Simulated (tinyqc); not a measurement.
Inside a calculation. Method: LCCD on RHF in the sto-3g basis, frozen core, for HF, spin multiplicity 1. Computed by tinyqc, a small Python program that keeps every step (integrals from PySCF). Settings: charge = 0, multiplicity = 1, basis = sto-3g, method = RHF, frozen orbitals = 1, energy threshold = 1e-10, iteration cap = 80, orthogonalisation = symmetric, start = Wolfsberg-Helmholz matrix, DIIS depth = 6, amplitude equations = LCCD, DIIS depth for amplitudes = 4, cap on updates = 86. Command: `OMP_NUM_THREADS=1 python tinyqc.py 30717 30718 out.jsonl` (the two numbers bound the seeds that draw the settings). One thread of a shared host (Intel(R) Xeon(R) Processor @ 2.60GHz), about 0.08 s of CPU time with the checks. Later iterations appear only in the table of the cycle.

## One-electron integrals

Geometry (angstrom):
```
atom,x,y,z
F,0.00000,0.00000,0.00000
H,0.00000,0.00000,1.14400
```

Basis sto-3g: exponents (1/bohr^2) and contraction coefficients of normalised primitives:
```
element,l (shell),exponent,coefficient
F,s (1),166.67913,0.15433
F,s (1),30.36081,0.53533
F,s (1),8.21682,0.44463
F,s (2),6.46480,-0.09997
F,s (2),1.50228,0.39951
F,s (2),0.48859,0.70012
F,p (3),6.46480,0.15592
F,p (3),1.50228,0.60768
F,p (3),0.48859,0.39196
H,s (1),3.42525,0.15433
H,s (1),0.62391,0.53533
H,s (1),0.16886,0.44463
```

Overlap, kinetic and nuclear-attraction integrals over the contracted functions; the nuclear repulsion is the sum of Za Zb / Rab.

nuclear repulsion = 4.1631074 hartree

overlap S:
```
,1F 1s,1F 2s,1F 2px,1F 2py,1F 2pz,2H 1s
1F 1s,1.00000,0.23799,0.00000,0.00000,0.00000,0.02874
1F 2s,0.23799,1.00000,0.00000,0.00000,0.00000,0.31205
1F 2px,0.00000,0.00000,1.00000,0.00000,0.00000,0.00000
1F 2py,0.00000,0.00000,0.00000,1.00000,0.00000,0.00000
1F 2pz,0.00000,0.00000,0.00000,0.00000,1.00000,0.26649
2H 1s,0.02874,0.31205,0.00000,0.00000,0.26649,1.00000
```

kinetic energy T (hartree):
```
,1F 1s,1F 2s,1F 2px,1F 2py,1F 2pz,2H 1s
1F 1s,36.98458,-0.21286,0.00000,0.00000,0.00000,-0.00771
1F 2s,-0.21286,1.03800,0.00000,0.00000,0.00000,0.03790
1F 2px,0.00000,0.00000,3.24801,0.00000,0.00000,0.00000
1F 2py,0.00000,0.00000,0.00000,3.24801,0.00000,0.00000
1F 2pz,0.00000,0.00000,0.00000,0.00000,3.24801,0.12851
2H 1s,-0.00771,0.03790,0.00000,0.00000,0.12851,0.76003
```

nuclear attraction V (hartree):
```
,1F 1s,1F 2s,1F 2px,1F 2py,1F 2pz,2H 1s
1F 1s,-77.47215,-9.28690,0.00000,0.00000,-0.00967,-1.14932
1F 2s,-9.28690,-12.00319,0.00000,0.00000,-0.11988,-2.72579
1F 2px,0.00000,0.00000,-11.88852,0.00000,0.00000,0.00000
1F 2py,0.00000,0.00000,0.00000,-11.88852,0.00000,0.00000
1F 2pz,-0.00967,-0.11988,0.00000,0.00000,-11.95471,-2.01786
2H 1s,-1.14932,-2.72579,0.00000,0.00000,-2.01786,-5.31720
```

core Hamiltonian H = T + V (hartree):
```
,1F 1s,1F 2s,1F 2px,1F 2py,1F 2pz,2H 1s
1F 1s,-40.48757,-9.49975,0.00000,0.00000,-0.00967,-1.15703
1F 2s,-9.49975,-10.96520,0.00000,0.00000,-0.11988,-2.68789
1F 2px,0.00000,0.00000,-8.64050,0.00000,0.00000,0.00000
1F 2py,0.00000,0.00000,0.00000,-8.64050,0.00000,0.00000
1F 2pz,-0.00967,-0.11988,0.00000,0.00000,-8.70670,-1.88936
2H 1s,-1.15703,-2.68789,0.00000,0.00000,-1.88936,-4.55717
```

## Two-electron integrals

Functions are numbered as in S; the eight-fold symmetry (ij|kl) = (ji|kl) = (kl|ij) leaves the list below.

Two-electron integrals (ij|kl) in chemists' order, unique and non-zero (hartree):
```
i,j,k,l,(ij|kl)
1,1,1,1,5.40350
2,1,1,1,0.84192
2,1,2,1,0.15630
2,2,1,1,1.26803
2,2,2,1,0.29234
2,2,2,2,0.92617
3,1,3,1,0.02800
3,2,3,1,0.04317
3,2,3,2,0.20459
3,3,1,1,1.26450
3,3,2,1,0.29240
3,3,2,2,0.92596
3,3,3,3,0.99751
4,1,4,1,0.02800
4,2,4,1,0.04317
4,2,4,2,0.20459
4,3,4,3,0.05377
4,4,1,1,1.26450
4,4,2,1,0.29240
4,4,2,2,0.92596
4,4,3,3,0.88997
4,4,4,4,0.99751
5,1,5,1,0.02800
5,2,5,1,0.04317
5,2,5,2,0.20459
5,3,5,3,0.05377
5,4,5,4,0.05377
5,5,1,1,1.26450
5,5,2,1,0.29240
5,5,2,2,0.92596
5,5,3,3,0.88997
5,5,4,4,0.88997
5,5,5,5,0.99751
6,1,1,1,0.10293
6,1,2,1,0.01896
6,1,2,2,0.03528
6,1,3,3,0.03522
6,1,4,4,0.03522
6,1,5,1,0.00077
6,1,5,2,0.00145
6,1,5,5,0.03539
6,1,6,1,0.00232
6,2,1,1,0.27612
6,2,2,1,0.06458
6,2,2,2,0.23011
6,2,3,3,0.22666
6,2,4,4,0.22666
6,2,5,1,0.00440
6,2,5,2,0.03517
6,2,5,5,0.23678
6,2,6,1,0.00796
6,2,6,2,0.07200
6,3,3,1,0.00657
6,3,3,2,0.03966
6,3,5,3,0.00729
6,3,6,3,0.01039
6,4,4,1,0.00657
6,4,4,2,0.03966
6,4,5,4,0.00729
6,4,6,4,0.01039
6,5,1,1,0.19436
6,5,2,1,0.04602
6,5,2,2,0.17555
6,5,3,3,0.16818
6,5,4,4,0.16818
6,5,5,1,0.00930
6,5,5,2,0.06493
6,5,5,5,0.19007
6,5,6,1,0.00589
6,5,6,2,0.06747
6,5,6,5,0.07318
6,6,1,1,0.45427
6,6,2,1,0.10797
6,6,2,2,0.44467
6,6,3,3,0.43032
6,6,4,4,0.43032
6,6,5,1,0.00866
6,6,5,2,0.09877
6,6,5,5,0.47294
6,6,6,1,0.01337
6,6,6,2,0.18369
6,6,6,5,0.20049
6,6,6,6,0.77461
```

## Orthogonalisation

S = U s U^T; symmetric (Loewdin) form X = U s^(-1/2) U^T, so that X^T S X = 1.

eigenvalues of S: 0.55768  0.84826  1.00000  1.00000  1.12882  1.46524

X:
```
,1F 1s,1F 2s,1F 2px,1F 2py,1F 2pz,2H 1s
1F 1s,1.02279,-0.12830,0.00000,0.00000,-0.00406,0.01653
1F 2s,-0.12830,1.06605,0.00000,0.00000,0.03657,-0.17882
1F 2px,0.00000,0.00000,1.00000,0.00000,0.00000,0.00000
1F 2py,0.00000,0.00000,0.00000,1.00000,0.00000,0.00000
1F 2pz,-0.00406,0.03657,0.00000,0.00000,1.03048,-0.14962
2H 1s,0.01653,-0.17882,0.00000,0.00000,-0.14962,1.07286
```

## Starting guess

The start is the generalised Wolfsberg-Helmholz matrix (K = 1.75) built on H; D = 2 C_occ C_occ^T.

D at the start:
```
,1F 1s,1F 2s,1F 2px,1F 2py,1F 2pz,2H 1s
1F 1s,2.09733,-0.40883,0.00000,0.00000,0.06480,-0.13746
1F 2s,-0.40883,1.74531,0.00000,0.00000,-0.24266,0.41346
1F 2px,0.00000,0.00000,2.00000,0.00000,0.00000,0.00000
1F 2py,0.00000,0.00000,0.00000,2.00000,0.00000,0.00000
1F 2pz,0.06480,-0.24266,0.00000,0.00000,1.84756,0.21489
2H 1s,-0.13746,0.41346,0.00000,0.00000,0.21489,0.13972
```

## Iteration 1: building the Fock matrix

J_ij = sum D_kl (ij|kl), K_ij = sum D_kl (ik|jl); F = H + J - 0.5 K; E = tr D H + tr D J / 2 - 0.25 tr D K + E_nn.

Coulomb J (hartree):
```
,1F 1s,1F 2s,1F 2px,1F 2py,1F 2pz,2H 1s
1F 1s,20.59892,3.94112,0.00000,0.00000,-0.00869,0.47797
1F 2s,3.94112,9.76966,0.00000,0.00000,-0.02331,2.36757
1F 2px,0.00000,0.00000,9.75849,0.00000,0.00000,0.00000
1F 2py,0.00000,0.00000,0.00000,9.75849,0.00000,0.00000
1F 2pz,-0.00869,-0.02331,0.00000,0.00000,9.76578,1.78364
2H 1s,0.47797,2.36757,0.00000,0.00000,1.78364,4.53142
```

exchange K (hartree):
```
,1F 1s,1F 2s,1F 2px,1F 2py,1F 2pz,2H 1s
1F 1s,11.06907,1.94923,0.00000,0.00000,0.00556,0.24201
1F 2s,1.94923,3.09927,0.00000,0.00000,-0.09814,0.89017
1F 2px,0.00000,0.00000,2.61798,0.00000,0.00000,0.00000
1F 2py,0.00000,0.00000,0.00000,2.61798,0.00000,0.00000
1F 2pz,0.00556,-0.09814,0.00000,0.00000,2.58159,0.58272
2H 1s,0.24201,0.89017,0.00000,0.00000,0.58272,0.61143
```

Fock matrix F (hartree):
```
,1F 1s,1F 2s,1F 2px,1F 2py,1F 2pz,2H 1s
1F 1s,-25.42318,-6.53325,0.00000,0.00000,-0.02114,-0.80006
1F 2s,-6.53325,-2.74517,0.00000,0.00000,-0.09411,-0.76540
1F 2px,0.00000,0.00000,-0.19100,0.00000,0.00000,0.00000
1F 2py,0.00000,0.00000,0.00000,-0.19100,0.00000,0.00000
1F 2pz,-0.02114,-0.09411,0.00000,0.00000,-0.23171,-0.39708
2H 1s,-0.80006,-0.76540,0.00000,0.00000,-0.39708,-0.33146
```

total energy of this density = -98.2267100 hartree

## Iteration 1: diagonalisation and new density

Diagonalise F' = X^T F X, C = X C', fill 5 alpha and 5 beta electrons from the bottom; D = 2 C_occ C_occ^T. Each column has its largest component positive (the first on a tie).

F' = X^T F X (hartree):
```
,1,2,3,4,5,6
1,-24.94942,-3.40192,0.00000,0.00000,-0.03699,-0.05642
2,-3.40192,-1.50887,0.00000,0.00000,0.00684,-0.42130
3,0.00000,0.00000,-0.19100,0.00000,0.00000,0.00000
4,0.00000,0.00000,0.00000,-0.19100,0.00000,0.00000
5,-0.03699,0.00684,0.00000,0.00000,-0.13269,-0.37555
6,-0.05642,-0.42130,0.00000,0.00000,-0.37555,-0.05496
```

orbital energies (hartree): MO1 -25.43374, MO2 -1.18901, MO3 -0.38197, MO4 -0.19100, MO5 -0.19100, MO6 0.35877

coefficients C:
```
,MO1,MO2,MO3,MO4,MO5,MO6
1F 1s,0.99458,-0.24565,0.08716,0.00000,0.00000,0.07563
1F 2s,0.02237,0.92565,-0.40160,0.00000,0.00000,-0.40942
1F 2px,0.00000,0.00000,0.00000,0.99990,-0.01397,0.00000
1F 2py,0.00000,0.00000,0.00000,0.01397,0.99990,0.00000
1F 2pz,0.00197,0.10368,0.73037,0.00000,0.00000,-0.73582
2H 1s,-0.00415,0.21599,0.49341,0.00000,0.00000,0.95684
```

D after iteration 1:
```
,1F 1s,1F 2s,1F 2px,1F 2py,1F 2pz,2H 1s
1F 1s,2.11425,-0.48027,0.00000,0.00000,0.08029,-0.02837
1F 2s,-0.48027,2.03723,0.00000,0.00000,-0.39462,0.00336
1F 2px,0.00000,0.00000,2.00000,0.00000,0.00000,0.00000
1F 2py,0.00000,0.00000,0.00000,2.00000,0.00000,0.00000
1F 2pz,0.08029,-0.39462,0.00000,0.00000,1.08839,0.76552
2H 1s,-0.02837,0.00336,0.00000,0.00000,0.76552,0.58025
```

Within a degenerate level the vectors are fixed only up to a rotation; this is one choice.

## Iteration 7 (converged): orbitals

converged F (hartree):
```
,1F 1s,1F 2s,1F 2px,1F 2py,1F 2pz,2H 1s
1F 1s,-25.91053,-6.62460,0.00000,0.00000,-0.01747,-0.81563
1F 2s,-6.62460,-3.02209,0.00000,0.00000,-0.03861,-0.76590
1F 2px,0.00000,0.00000,-0.46232,0.00000,0.00000,0.00000
1F 2py,0.00000,0.00000,0.00000,-0.46232,0.00000,0.00000
1F 2pz,-0.01747,-0.03861,0.00000,0.00000,-0.24811,-0.47091
2H 1s,-0.81563,-0.76590,0.00000,0.00000,-0.47091,-0.35468
```

As before.

F' = X^T F X (hartree):
```
,1,2,3,4,5,6
1,-25.44032,-3.39872,0.00000,0.00000,-0.03941,-0.07051
2,-3.39872,-1.80263,0.00000,0.00000,0.06973,-0.37906
3,0.00000,0.00000,-0.46232,0.00000,0.00000,0.00000
4,0.00000,0.00000,0.00000,-0.46232,0.00000,0.00000
5,-0.03941,0.06973,0.00000,0.00000,-0.12408,-0.46125
6,-0.07051,-0.37906,0.00000,0.00000,-0.46125,-0.06421
```

orbital energies (hartree): MO1 -25.91991, MO2 -1.42399, MO3 -0.51455, MO4 -0.46232, MO5 -0.46232, MO6 0.42722

coefficients C:
```
,MO1,MO2,MO3,MO4,MO5,MO6
1F 1s,0.99492,-0.25641,0.05892,0.00000,0.00000,0.06135
1F 2s,0.02099,0.98477,-0.30343,0.00000,0.00000,-0.35208
1F 2px,0.00000,0.00000,0.00000,0.02848,0.99959,0.00000
1F 2py,0.00000,0.00000,0.00000,0.99959,-0.02848,0.00000
1F 2pz,0.00163,0.03735,0.68684,0.00000,0.00000,-0.78261
2H 1s,-0.00367,0.11356,0.58027,0.00000,0.00000,0.92523
```

D after iteration 7:
```
,1F 1s,1F 2s,1F 2px,1F 2py,1F 2pz,2H 1s
1F 1s,2.11817,-0.49901,0.00000,0.00000,0.06502,0.00284
1F 2s,-0.49901,2.12456,0.00000,0.00000,-0.34318,-0.12864
1F 2px,0.00000,0.00000,2.00000,0.00000,0.00000,0.00000
1F 2py,0.00000,0.00000,0.00000,2.00000,0.00000,0.00000
1F 2pz,0.06502,-0.34318,0.00000,0.00000,0.94630,0.80558
2H 1s,0.00284,-0.12864,0.00000,0.00000,0.80558,0.69924
```

Within a degenerate level the vectors are fixed only up to a rotation; this is one choice.

## Convergence

Stop when the energy changes by less than 1e-10 hartree and every element of the error matrix X^T (F D S - S D F) X is below 3e-06.

Course of the cycle:
```
iteration,E (hartree),change,largest element of the error matrix
1,-98.2267100,-,4.60e-01
2,-98.5287142,-3.02e-01,8.84e-02
3,-98.5401492,-1.14e-02,1.55e-02
4,-98.5403101,-1.61e-04,1.56e-03
5,-98.5403125,-2.41e-06,2.15e-05
6,-98.5403125,-3.02e-10,8.84e-08
7,-98.5403125,1.42e-14,4.47e-08
```

PySCF RHF in the same basis = -98.5403125 hartree

Converged in 7 iterations.

## Populations, bond orders and dipole

Mulliken: Z minus the diagonal of D S on the atom; Loewdin: the same with S^(1/2) D S^(1/2); Mayer order: 2 sum_s sum (D(s) S)_ij (D(s) S)_ji over the two atoms.

Charges (e):
```
atom,Mulliken,Loewdin
1F,-0.12614,-0.10084
2H,0.12614,0.10084
```

Mayer bond orders:
```
pair,order
2-1,0.98409
```

dipole moment about the origin, x y z (debye): 0.00000  0.00000  1.09458

## Integrals over molecular orbitals

(pq|rs) = sum C_ip C_jq C_kr C_ls (ij|kl), one index at a time.

one-electron integrals over orbitals h = C^T H C (hartree):
```
,1,2,3,4,5,6
1,-40.47005,0.71778,-0.15611,0.00000,0.00000,-0.16749
2,0.71778,-9.12753,0.52890,0.00000,0.00000,0.90237
3,-0.15611,0.52890,-7.04175,0.00000,0.00000,2.14693
4,0.00000,0.00000,0.00000,-8.64050,0.00000,0.00000
5,0.00000,0.00000,0.00000,0.00000,-8.64050,0.00000
6,-0.16749,0.90237,2.14693,0.00000,0.00000,-6.04418
```

Two-electron integrals over orbitals (pq|rs), unique and non-zero (hartree); the lowest 1 orbital is frozen and left out:
```
p,q,r,s,(pq|rs)
2,2,2,2,0.86630
3,2,2,2,-0.04172
3,2,3,2,0.14323
3,3,2,2,0.71219
3,3,3,2,-0.02272
3,3,3,3,0.70093
4,2,4,2,0.18720
4,3,4,2,-0.03254
4,3,4,3,0.03855
4,4,2,2,0.89030
4,4,3,2,-0.07141
4,4,3,3,0.70058
4,4,4,4,0.99751
5,2,5,2,0.18720
5,3,5,2,-0.03254
5,3,5,3,0.03855
5,4,5,4,0.05377
5,5,2,2,0.89030
5,5,3,2,-0.07141
5,5,3,3,0.70058
5,5,4,4,0.88997
5,5,5,5,0.99751
6,2,2,2,-0.09915
6,2,3,2,-0.06876
6,2,3,3,-0.02517
6,2,4,4,-0.09746
6,2,5,5,-0.09746
6,2,6,2,0.09230
6,3,2,2,-0.21663
6,3,3,2,0.08714
6,3,3,3,-0.10175
6,3,4,4,-0.23164
6,3,5,5,-0.23164
6,3,6,2,0.04320
6,3,6,3,0.21587
6,4,4,2,-0.03271
6,4,4,3,-0.02039
6,4,6,4,0.02978
6,5,5,2,-0.03271
6,5,5,3,-0.02039
6,5,6,5,0.02978
6,6,2,2,0.65188
6,6,3,2,0.05330
6,6,3,3,0.65760
6,6,4,4,0.63313
6,6,5,5,0.63313
6,6,6,2,-0.05828
6,6,6,3,-0.02260
6,6,6,6,0.68870
```

## LCCD: starting amplitudes

t_ij^ab = <ij||ab> / (e_i + e_j - e_a - e_b), whose energy is MP2.

Starting amplitudes (spin orbitals 1a, 1b, ...; amplitudes related by a flip of all spins are not repeated):
```
from,to,t
3a 3b,6a 6b,-0.11461
2a 2b,6a 6b,-0.02493
5a 5b,6a 6b,-0.01674
4a 4b,6a 6b,-0.01674
2a 3b,6a 6b,-0.01547
```

correlation energy = -0.0293747 hartree

## LCCD: amplitude update 1

t_ij^ab D_ij^ab are set to the remaining terms of the spin-orbital equations, evaluated with the old amplitudes; for the doubles these are <ij||ab> + 1/2 <ab||ef> t_ij^ef + 1/2 <mn||ij> t_mn^ab + P(ij)P(ab) <mb||ej> t_im^ae, D the orbital-energy denominators (linear CCD).

Amplitudes after update 1 (spin orbitals 1a, 1b, ...; amplitudes related by a flip of all spins are not repeated):
```
from,to,t
3a 3b,6a 6b,-0.16267
2a 2b,6a 6b,-0.02553
2a 3b,6a 6b,-0.02457
5a 5b,6a 6b,-0.01909
4a 4b,6a 6b,-0.01909
```

correlation energy = -0.0407318 hartree

## LCCD: amplitude update 2

As before.

Amplitudes after update 2 (spin orbitals 1a, 1b, ...; amplitudes related by a flip of all spins are not repeated):
```
from,to,t
3a 3b,6a 6b,-0.18400
2a 3b,6a 6b,-0.02863
2a 2b,6a 6b,-0.02409
5a 5b,6a 6b,-0.01929
4a 4b,6a 6b,-0.01929
```

correlation energy = -0.0455669 hartree

## LCCD: convergence

E_corr = 1/4 sum <ij||ab> t_ij^ab; stop when the norm of the change is below 1e-8.

Course of the amplitude iterations:
```
update,correlation energy (hartree),norm of the change
0,-0.0293747,-
1,-0.0407318,9.97e-02
2,-0.0455669,4.43e-02
3,-0.0494507,2.00e-02
4,-0.0494491,4.05e-04
5,-0.0494477,4.19e-05
6,-0.0494477,6.67e-06
7,-0.0494477,2.76e-06
8,-0.0494477,9.73e-09
```

Converged amplitudes (spin orbitals 1a, 1b, ...; amplitudes related by a flip of all spins are not repeated):
```
from,to,t
3a 3b,6a 6b,-0.20165
2a 3b,6a 6b,-0.03165
2a 2b,6a 6b,-0.02221
5a 5b,6a 6b,-0.01903
4a 4b,6a 6b,-0.01903
```

LCCD total energy = -98.5897602 hartree

Converged in 8 updates, with DIIS from the third.
